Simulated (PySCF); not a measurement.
Several species in one continuum solvent.

Level: PBE0/pcSseg-1 in PySCF, non-relativistic, each on one gas-phase PBE0-D3(BJ)/def2-SVP geometry that isn't relaxed in the solvent. The solvent is an IEF-PCM continuum (cavity from Bondi-type radii × 1.2). Specific hydrogen bonds and non-electrostatic terms are outside this model.

Problem. Order them by E(solvent) − E(gas) in chloroform (ε = 4.711), most negative first (kcal/mol).
A. `O` (H2O)
B. `[CH3:1][CH2:2][C@@H:3]([CH2:4][O:5][CH3:6])[C@H:7]([F:8])[Cl:9]` with C1–C2–C3–C4 69°, C2–C3–C4–O5 -178°, C3–C4–O5–C6 -177°, C2–C3–C7–F8 59°
C. `[CH3:1][O:2][C@:3]([CH3:4])([CH2:5][F:6])[CH2:7][CH2:8][Cl:9]` with C1–O2–C3–C4 58°, O2–C3–C5–F6 77°, O2–C3–C7–C8 -54°, C3–C7–C8–Cl9 177°
D. `[N:1]#[C:2][C@@:3]([F:4])([CH2:5][F:6])[CH2:7][Cl:8]` with C2–C3–C5–F6 174°, C2–C3–C7–Cl8 -60°

Solution. D (-5.0), A (-4.6), C (-4.0), B (-3.0).

| SMILES | charge | ΔE (kcal/mol) | polarisation term (kcal/mol) | HOMO shift (eV) | dipole gas (D) | dipole solvent (D) | atoms |
| --- | --- | --- | --- | --- | --- | --- | --- |
| N#C[C@@](F)(CF)CCl | 0 | -5.0 | -5.5 | +0.19 | 1.83 | 2.23 | 12 |
| O | 0 | -4.6 | -4.9 | -0.03 | 2.10 | 2.29 | 3 |
| CO[C@](C)(CF)CCCl | 0 | -4.0 | -4.3 | +0.16 | 1.83 | 2.14 | 21 |
| CC[C@@H](COC)[C@H](F)Cl | 0 | -3.0 | -3.3 | +0.16 | 2.97 | 3.49 | 21 |

The polarisation term is half the interaction of the solute with the induced surface charges.
